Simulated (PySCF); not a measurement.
H2Si, SMILES [SiH2] (connectivity only; charge and spin as stated), charge +1, multiplicity 2.

Geometry: PBE-D3(BJ)/def2-TZVPD. The isomer is the one that the SMILES or the coordinates give; other isomers of the formula were not compared.

Level of theory: PBE0/def2-TZVPD (PySCF).

The molecule is in vacuum.

```yaml
total_energy: -290.15870 hartree
point_group: C2v
"α spin, highest occupied and lowest empty level": -14.93 and -10.65 eV
"β spin, highest occupied and lowest empty level": -17.52 and -10.77 eV
dipole_moment_about_the_centre_of_nuclear_charge: 0.02 D
mean_static_polarisability: 21.8 bohr³ (3.23 Å³)
polarisability_principal_values: 19.6, 20.3, 25.5 bohr³
"⟨S²⟩": 0.753 (pure state 0.75)
```
